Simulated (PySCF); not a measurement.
Molecule (SMILES): Cl (HCl).
Geometry (B3LYP-D3(BJ)/def2-TZVP, fixed):
```xyz
2

Cl     0.0000     0.0000    -0.0712
H      0.0000     0.0000     1.2108
```
Charge 0, spin multiplicity 1.

Basis-set convergence of the mean static polarisability at PBE0 with PySCF. All functions are spherical. Density fitting with generated auxiliary sets. No added dispersion term, no relativity. Reference: the value in aug-cc-pV(5+d)Z, 17.68 bohr³, itself unsure by roughly 0.4 % (its mean distance from aug-pcseg-3, aug-cc-pV(Q+d)Z, aug-pcseg-2). Deviations are taken from unrounded values.

```json
[
 {"basis": "6-31G**", "functions": "23", "mean static polarisability (bohr³)": "8.56", "minus reference (%)": "-51.6"},
 {"basis": "6-311G**", "functions": "32", "mean static polarisability (bohr³)": "8.90", "minus reference (%)": "-49.7"},
 {"basis": "6-311+G**", "functions": "36", "mean static polarisability (bohr³)": "10.45", "minus reference (%)": "-40.9"},
 {"basis": "6-311++G(2d,2p)", "functions": "45", "mean static polarisability (bohr³)": "13.27", "minus reference (%)": "-25.0"},
 {"basis": "6-311++G(3df,3pd)", "functions": "65", "mean static polarisability (bohr³)": "16.41", "minus reference (%)": "-7.2"}
]
```

Of the sets listed that have larger relatives (same family, alike in diffuse functions), none stays within 5 % of the reference together with them.
